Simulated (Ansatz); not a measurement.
Two isomers of C3H4F2: A = `C=C(F)CF`, B = `F[C@H]1C[C@@H]1F`.

Gas-phase electronic energies from Ansatz, PBE0-D4/def2-TZVP geometries. CBS: MP2 limit from def2 TZ/QZ plus the TZ coupled-cluster correction, frozen cores. This one scheme is used for every species. DFT in def2-TZVPP. B3LYP here is the variant with VWN-RPA as its local correlation; programs differ in this. One conformer a species, not always the lowest.

(1) Which is lower in electronic energy at CCSD(T)/CBS, and by how much? (Best estimate.)

(2) Give E(B) − E(A) in kcal/mol with PBE0-D4, B3LYP, B3LYP-D4, B2PLYP, r2SCAN-D4, HF/def2-TZVPP, CCSD/def2-TZVPP. (An estimate is asked.)

(3) Does the order hold for the free energy at 298.15 K (harmonic terms from PBE0-D4)? (An estimate is asked.)

Largest T1 diagnostic: 0.012.

## Answers

(1) Computed: A, by 12.2 kcal/mol.

(2) Ansatz gave: PBE0-D4 8.3, B3LYP 13.1, B3LYP-D4 13.3, B2PLYP 12.5, r2SCAN-D4 10.5, HF/def2-TZVPP 14.0, CCSD/def2-TZVPP 11.7. None reverses the order clearly.

(3) The calculation gave: Yes: G(B) − G(A) = +13.4 kcal/mol, for one conformer each.

From r2SCAN to r2SCAN0 (25 % exact exchange), in def2-TZVPP and without D4, E(B) − E(A) moves by −1.4 kcal/mol. In def2-TZVPP, CCSD(T) changes the Hartree–Fock value by −2.0 kcal/mol (the triples alone add +0.3 kcal/mol) and MP2 by −3.9 kcal/mol.
